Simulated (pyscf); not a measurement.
PySCF, gas phase, ωB97X-D3(BJ)/def2-SVP geometries. Correlated levels are frozen-core, on RHF or UHF. ΔMP2 is the change of the MP2 total energy from the triple- to the quadruple-zeta basis.

For SiH₄ (SMILES [SiH4]) + O=SiH₂ (SMILES O=[SiH2]) → H₃Si–O–SiH₃ (SMILES [SiH3]O[SiH3]), an addition across a multiple bond or ene-type step (singlet surface; H–Si broken, O–Si, H–Si formed), PBE/def2-TZVP gives ΔE‡ = -3.5 kcal/mol and ΔE = -61.4 kcal/mol (zero: the separated reactants). In which direction and how far do M06-2X/def2-TZVP, ωB97M-D3(BJ)/def2-TZVP, CCSD(T)/def2-TZVPP + ΔMP2(QZVPP) move these?

M06-2X: ΔE‡ = -5.3 kcal/mol, ΔE = -73.4 kcal/mol; ωB97M-D3(BJ): ΔE‡ = -3.9 kcal/mol, ΔE = -68.5 kcal/mol; CCSD(T): ΔE‡ = -2.5 kcal/mol, ΔE = -68.6 kcal/mol. PBE's barrier lies among them. Its reaction energy lies over all of them, by 7.1 to 12.0 kcal/mol. On the reactant side the descent ends in a complex, 7.3 kcal/mol under the separated species and 0.4 kcal/mol under the saddle at ωB97X-D3(BJ)/def2-TZVP. At PBE, M06-2X, ωB97M-D3(BJ)/def2-TZVP, CCSD(T) the saddle lies under the separated reactants, which points to a path from their complex (located at ωB97X-D3(BJ) alone). At ωB97X-D3(BJ)/def2-TZVP the barrier from the zero used here is -6.9 kcal/mol. One saddle was located; it need not be the lowest between these sides. The CCSD(T) − MP2 part came from Ansatz, without density fitting, on the same reference.
